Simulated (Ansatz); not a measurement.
A made-up structure of Si₂H₅O (charge -1), singlet:

Si1  (-1.373, 0.373, -0.886)
O2  (-0.690, -0.852, -0.446)
Si3  (0.524, -0.561, 0.396)
H4  (-0.078, 1.148, -1.620)
H5  (-1.255, 1.361, 0.465)
H6  (0.856, -1.840, 0.530)
H7  (0.249, 0.138, 1.828)
H8  (1.768, 0.232, -0.268)
(Å)

It is relaxed with PBE-D4/def2-SVPD and then PBE0-D4/def2-TZVPD (Ansatz 0.2.0). Atoms count as bonded within 1.22 times the sum of their covalent radii (H–H: 0.88 Å). The end point is not checked to be a true minimum.

Q: Does its bonding change? (Judge from chemistry; the calculation decides.)

A: By the calculation: Yes. Formed: none; broken: Si1–Si3.

Where it ends: The first stage lowers the energy by 3.49 eV in 10 steps. It ends as Si₂H₅O ([SiH2][O][SiH3]), total charge -1:
Si1  (-1.555, 0.636, -1.052)
O2  (-0.662, -0.766, -0.430)
Si3  (0.648, -0.685, 0.498)
H4  (-0.358, 1.358, -1.731)
H5  (-1.429, 1.529, 0.216)
H6  (1.154, -2.073, 0.785)
H7  (0.409, -0.053, 1.836)
H8  (1.793, 0.055, -0.123)
(Å)

Labels in which every atom is bracketed show which atoms are joined, not bond orders.

For scale, one of the runs: PBE0-D4/def2-TZVPD relaxation, 171 basis functions, launched by `ansatz run in.yaml --threads 2 --pin off --events-out ev --progress --plain --max-ram 4352MiB`. Hardware: 2 CPU threads of an Arm Neoverse V1, shared host. Wall time about 37 s.
